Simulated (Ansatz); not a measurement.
# CH4AlCl: small, medium and large basis sets

Aim: see how fast density functionals converge with the basis set for CH4AlCl.

Method: one geometry, several basis sets; program: Ansatz 0.2.0, Gaussian basis.

The runs, in order: PBE0-D4/def2-SVP; ωB97M-V/def2-SVP; PBE0-D4/def2-QZVPP; ωB97M-V/def2-QZVPP; the functionals' def2-TZVPP values are taken from earlier runs.

## (1) The geometry

All runs share one geometry, relaxed beforehand with PBE0-D4 in a triple-zeta def2 set.

SMILES `[CH3][AlH][Cl]`, 7 atoms, charge 0, spin multiplicity 1.

Atoms are counted from 1 here; the program's logs count them from 0.

Bond lengths: C1–Al2 1.938 Å, C1–H4 1.095 Å, C1–H5 1.091 Å, C1–H6 1.095 Å, Al2–Cl3 2.105 Å, Al2–H7 1.579 Å. Angles: Al2–C1–H4 110.5°, Al2–C1–H5 112.6°, Al2–C1–H6 110.6°, H4–C1–H5 108.2°, H4–C1–H6 106.5°, H5–C1–H6 108.2°, C1–Al2–Cl3 119.4°, C1–Al2–H7 124.6°, Cl3–Al2–H7 116.1°.

## (2) PBE0-D4 in def2-SVP

File in.yaml:

```yaml
crystal:
  periodic: [false, false, false]
  atoms:
    - {symbol: C, position_ang: [-0.712193, 0.523037, -0.285539]}
    - {symbol: Al, position_ang: [0.857129, -0.506653, 0.197563]}
    - {symbol: Cl, position_ang: [0.695712, -2.008132, 1.663909]}
    - {symbol: H, position_ang: [-0.538844, 1.590278, -0.112359]}
    - {symbol: H, position_ang: [-1.598412, 0.225680, 0.277738]}
    - {symbol: H, position_ang: [-0.932144, 0.413779, -1.352526]}
    - {symbol: H, position_ang: [2.289851, -0.305990, -0.434588]}
basis:
  gaussian: {orbitals: def2-SVP}
hamiltonian: {xc: pbe0, dispersion: d4}
output: {orbitals: {seedname: orbitals}}
```

Further steps of the session: ωB97M-V in def2-SVP; PBE0-D4 in def2-QZVPP; ωB97M-V in def2-QZVPP.

**Question.** What will the summary of the whole plan be? Wanted: PBE0-D4: double and triple zeta above quadruple; ωB97M-V: double and triple zeta above quadruple.

The runs gave:

| quantity | value |
| --- | --- |
| PBE0-D4: double and triple zeta above quadruple | 8.51, 0.64 eV |
| ωB97M-V: double and triple zeta above quadruple | 8.53, 0.62 eV |

In words: PBE0-D4 gains 7.87 eV from double to triple zeta, then 0.64 eV more. These are total energies; as a rule much of such shifts cancels in differences, which this series doesn't test.
